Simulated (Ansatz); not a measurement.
Total energies of Li₂F (the lowest doublet isomer of a short search) from Ansatz at PBE0-D4/def2-TZVP, gas phase (1 Eh = 27.2114 eV = 2625.5 kJ/mol). The reference geometry is relaxed at B3LYP-D4/def2-TZVP.

Cartesian coordinates in Å:
```
Li -0.364 -1.128 -0.776
Li -0.209 1.273 0.586
F 0.573 -0.145 0.190
```

```csv
state,geometry,energy (Eh)
charge 0 doublet,reference,-114.87319
charge 1 singlet,reference,-114.70093
charge 1 singlet,relaxed at B3LYP-D4/def2-TZVP,-114.72194
charge 0 quartet,relaxed at B3LYP-D4/def2-TZVP,-114.61667
free Li atom (doublet),–,-7.46705
free F atom (doublet),–,-99.67617
```

(1) Work out the vertical ionisation energy to the singlet.

(2) How much does the charge 1 singlet relax, and what is the adiabatic ionisation energy?

(3) Which of the charge 0 states is lowest, and how far above it are the others?

(4) What is the binding energy per atom against free atoms?

(1) E(charge 1 singlet) − E(charge 0 doublet) = -114.70093 − (-114.87319) = 0.17226 Eh = 4.69 eV. For comparison, −ε of the highest occupied level of the spin that leaves is 3.22 eV at this level, 1.47 eV less.

(2) Relaxation: -114.70093 − (-114.72194) = 0.02101 Eh = 0.57 eV. Adiabatic ionisation energy: 0.15125 Eh = 4.12 eV, without zero-point energy. 

(3) The doublet. quartet: -114.61667 − (-114.87319) = 0.25652 Eh = 673.5 kJ/mol. The quartet has fallen apart, so its energy is that of loose fragments and no spin gap. The quartet differs in its bonds from the reference.

(4) Atoms: 2 × (-7.46705) + 1 × (-99.67617) = -114.61027 Eh. Binding: -114.61027 − (-114.87319) = 0.26292 Eh = 7.15 eV, or 2.38 eV for each of 3 atoms (no zero-point energy, no counterpoise term).

The structure comes from a short search, and lower isomers may exist.
